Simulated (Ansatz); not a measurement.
Total energies of AlH2Me (CH5Al) from Ansatz at r2SCAN-D4/def2-TZVP, gas phase (1 Eh = 27.2114 eV = 2625.5 kJ/mol). The reference geometry is relaxed at PBE-D4/def2-TZVP.

```json
{"state": "charge 0 singlet", "geometry": "reference", "energy (Eh)": "-283.48806"}
{"state": "charge 1 doublet", "geometry": "reference", "energy (Eh)": "-283.11224"}
{"state": "free Al atom (doublet)", "geometry": "–", "energy (Eh)": "-242.33055"}
{"state": "free H atom (doublet)", "geometry": "–", "energy (Eh)": "-0.49993"}
{"state": "free C atom (triplet)", "geometry": "–", "energy (Eh)": "-37.83292"}
```

Question: Work out the vertical ionisation energy to the doublet.

Answer: E(charge 1 doublet) − E(charge 0 singlet) = -283.11224 − (-283.48806) = 0.37582 Eh = 10.23 eV. For comparison, −ε of the highest occupied level is 7.09 eV at this level, 3.14 eV less.

Question: What is the binding energy per atom against free atoms?

Answer: Atoms: 1 × (-242.33055) + 5 × (-0.49993) + 1 × (-37.83292) = -282.66312 Eh. Binding: -282.66312 − (-283.48806) = 0.82494 Eh = 22.45 eV, or 3.21 eV for each of 7 atoms (no zero-point energy, no counterpoise term).
